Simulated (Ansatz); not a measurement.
```yaml
crystal:
  periodic: [false, false, false]
  atoms:
    - {symbol: Ge, position_ang: [-1.972232, -0.054888, 0.003466]}
    - {symbol: Al, position_ang: [0.397424, -0.421863, 0.000533]}
    - {symbol: S, position_ang: [2.445961, -0.808408, 0.000367]}
    - {symbol: H, position_ang: [-0.871153, 1.285159, -0.004366]}
basis:
  gaussian: {orbitals: def2-TZVP}
magnetization: {spin_polarized: true, initial_magnetization: 2}
hamiltonian: {xc: pbe0}
relax: {f_tol: 0.004, max_steps: 80}
```

```sh
$ ansatz run in.yaml --threads 1 --pin off --events-out ev --progress --plain --max-ram 2176MiB
```

Steps of the relaxation (energy above the last step; positions in Å, forces in eV/Å):

```
4
step 1, 227.6 meV
Ge   -1.972   -0.055    0.003   -0.360    0.181    0.000
Al    0.397   -0.422    0.001    0.741    0.418   -0.002
S     2.446   -0.808    0.000   -0.697    0.104    0.000
H    -0.871    1.285   -0.004    0.316   -0.704    0.002
```

```
4
step 2, 32.6 meV
Ge   -2.025   -0.036    0.003   -0.416   -0.123    0.001
Al    0.387   -0.317    0.000    0.587    0.080    0.000
S     2.389   -0.778    0.000   -0.505    0.112    0.000
H    -0.750    1.131   -0.004    0.334   -0.069    0.000
```

```
4
step 3, 19.6 meV
Ge   -2.067   -0.040    0.003   -0.093   -0.029    0.000
Al    0.394   -0.268    0.000   -0.212   -0.150    0.001
S     2.334   -0.751    0.000    0.532   -0.155    0.000
H    -0.662    1.058   -0.004   -0.228    0.334   -0.001
```

```
4
step 6, 0.0 meV
Ge   -2.065   -0.049    0.003   -0.001   -0.002    0.000
Al    0.403   -0.273    0.001    0.007    0.001    0.000
S     2.363   -0.776    0.000   -0.005   -0.001    0.000
H    -0.702    1.098   -0.004   -0.001    0.001    0.000
```

```
4
step 7, 0.0 meV
Ge   -2.064   -0.051    0.003    0.000    0.000    0.000
Al    0.404   -0.270    0.001    0.000    0.000    0.000
S     2.362   -0.778    0.000    0.000    0.000    0.000
H    -0.702    1.099   -0.004    0.000    0.000    0.000
```

Close pairs at the end: Al2–H4 1.761 Å, Ge1–H4 1.783 Å, Al2–S3 2.023 Å, Ge1–Al2 2.479 Å.

A stationary point of unrestricted PBE0 after 7 steps, with ⟨S²⟩ = 2.013 against 2.00 for a pure state; no frequencies were run, so it isn't proven a minimum. 2.8 min on 1 thread of Intel Xeon Platinum 8488C, shared host.
